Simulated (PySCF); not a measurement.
Bonds broken one at a time in the series silaethenyl-X. Gas-phase values, no solvent. One relaxed conformer stands for each flexible species; it need not be the lowest. Strings in code marks are SMILES.

Calculation: PySCF 2.14.0 with ωB97X-D3(BJ)/def2-TZVP // PBE0-D3(BJ)/def2-TZVP. 

A: radical fragment (`[SiH3]`)
B: radical fragment (`[SH]`)
C: radical fragment (`[BH2]`)
D: radical fragment (`[CH3]`)
E: whole molecule (`C=[SiH]C`)

Problem. A design calls for the highest dipole moment in this set. Which member fits?

Solution. E (1.83 D); next is B (0.91 D).
